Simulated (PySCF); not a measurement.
An unknown is described by computed data only.

Formula: C2H2FO; charge +1.

| Property | Result |
| --- | --- |
| Couplings | largest of the computed one-bond spin–spin couplings (means over like bonds): 19F–13C -338.5, 13C–1H +185.6 (×2), 13C–13C +41.6, 17O–13C +5.0 Hz [B3LYP/pcJ-1] |
| 1H NMR | chemical shifts (computed TMS as zero) by class: 6.78 (2 H) ppm [GIAO PBE/pcSseg-2] |
| 13C NMR | chemical shifts (computed TMS as zero) by class: 155.7 (1 C), 75.4 (1 C) ppm [GIAO PBE/pcSseg-2] |
| Triplet | lowest triplet excitation (Tamm–Dancoff): 5.97 eV [TDA PBE0/def2-SVPD] |
| NMR, other nuclei | isotropic shieldings of nuclei other than C and H, by class: -59 (1 O), 443 (1 F) ppm [GIAO PBE/pcSseg-2] |
| UV, strongest line | among the 10 lowest singlet transitions: S3 at 7.31 eV (170 nm, f = 0.055) [TDDFT PBE0/def2-SVPD] |
| XPS | C1s 302.8, C1s 304.8, O1s 550.3, F1s 700.5 eV [ΔSCF SCAN, pcX-2 on the ionised atom, pcseg-1 elsewhere, spin-free X2C] |
| Polarisability | 23.0 au [PBE0/def2-SVPD] |
| Rotational structure | rotational constants A, B, C: 35.863, 4.710, 4.280 GHz [PBE0-D3(BJ)/def2-SVP] |

Electronic properties: PySCF, gas phase, density fitting. Levels stand in brackets. Geometry: PBE0-D3(BJ)/def2-SVP; no solvent, vibrations or thermal averaging. Each NMR value is the plain mean over a class of atoms that symmetry, rotation or inversion makes alike.

Q: Give a SMILES that accounts for the data.

A: Numbering: `[O+:1]#[C:2][CH2:3][F:4]`. 2 carbons fall into 2 classes; from least to most shielded: triply bonded carbon [C2] (155.7 ppm), sp3 C–F carbon [C3] (75.4 ppm). All hydrogens form one class (6.78 ppm): methylene hydrogen. The other shieldings belong to: -59 ppm, oxygen bonded to C [O1]; 443 ppm, alkyl fluorine [F4]. The couplings run between: -338.5 Hz, alkyl fluorine [F4] and sp3 C–F carbon [C3]; +185.6 Hz, sp3 C–F carbon [C3] and its hydrogen (with 1 like pair); +41.6 Hz, triply bonded carbon [C2] and sp3 C–F carbon [C3]; +5.0 Hz, oxygen bonded to C [O1] and triply bonded carbon [C2]. The core levels belong to: C1s 302.8 eV, sp3 C–F carbon [C3]; C1s 304.8 eV, triply bonded carbon [C2]; O1s 550.3 eV, oxygen bonded to C [O1]; F1s 700.5 eV, alkyl fluorine [F4]. The hole state at 304.8 eV has ⟨S²⟩ = 0.85 against 0.75, so that value is less sure. The optimised geometry has point group Cs and is an asymmetric top. Structure: `[O+]#CCF`. The assignments are read from this structure; whether some other isomer fits the data as well wasn't checked.
